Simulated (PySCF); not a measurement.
benzene cation (C₆H₆), SMILES c1ccccc1 (connectivity only; charge and spin as stated), charge +1, multiplicity 2. Atoms are numbered in the order given.

```xyz
12

C      0.0000     0.0000    -1.3868
C      0.0000     1.2506    -0.6874
C      0.0000     1.2506     0.6874
C      0.0000     0.0000     1.3868
C      0.0000    -1.2506     0.6874
C      0.0000    -1.2506    -0.6874
H      0.0000     0.0000    -2.4822
H      0.0000     2.1849    -1.2553
H      0.0000     2.1849     1.2553
H      0.0000     0.0000     2.4822
H      0.0000    -2.1849     1.2553
H      0.0000    -2.1849    -1.2553
```
Charge +1, spin multiplicity 2.

Geometry: r2SCAN-D4/def2-SVP. The spin state was assumed, not searched.

Calculation: PBE0/pcH-1 (PySCF).

Unrestricted Kohn–Sham, ⟨S²⟩ = 0.768. Hyperfine tensors hold the contact and dipolar terms, without spin-orbit corrections.

Problem. Estimate the hyperfine couplings. (The exact figures need the calculation; the answer reports its results.)

Solution. 
```
nucleus    A(iso) (MHz)  A(iso) (G)  dipolar principal values (MHz)
---------  ------------  ----------  ------------------------------
13C no. 1          36.0        12.8              -39.0, -38.2, 77.2
13C no. 2         -11.3        -4.0                 -3.3, -2.4, 5.7
13C no. 3         -11.3        -4.0                 -3.3, -2.4, 5.7
13C no. 4          36.0        12.8              -39.0, -38.2, 77.2
13C no. 5         -11.3        -4.0                 -3.3, -2.4, 5.7
13C no. 6         -11.3        -4.0                 -3.3, -2.4, 5.7
1H no. 7          -35.3       -12.6               -18.1, -2.9, 21.1
1H no. 8           -4.2        -1.5                 -4.2, -2.9, 7.2
1H no. 9           -4.2        -1.5                 -4.2, -2.9, 7.2
1H no. 10         -35.3       -12.6               -18.1, -2.9, 21.1
1H no. 11          -4.2        -1.5                 -4.2, -2.9, 7.2
1H no. 12          -4.2        -1.5                 -4.2, -2.9, 7.2
```
